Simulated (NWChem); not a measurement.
System: tetrafluoroethylene (C$_{2}$F$_{4}$); SMILES C(F)(F)=C(F)F

```xyz
6

F      1.1088    -1.3867     0.0000
C      0.0000    -0.6629     0.0000
F     -1.1088    -1.3867     0.0000
C      0.0000     0.6629     0.0000
F     -1.1088     1.3867     0.0000
F      1.1088     1.3867     0.0000
```
Atoms are numbered in this order, from 1.

Computed with NWChem. Pople sets run with spherical d functions. Geometry: optimised at B3LYP/6-31G* (spherical d). GIAO values for the isolated, static molecule; σ is the absolute isotropic shielding, δ = σ(reference) − σ with the isolated reference molecule computed at the same levels (13C: tetramethylsilane, 19F: trichlorofluoromethane).

For level B3LYP/6-311G**:

- δ F1 (ppm) = -157.4

### Question
What are these values for level PBE0/pcSseg-1?

### Answer
δ F1 (ppm): -145.3
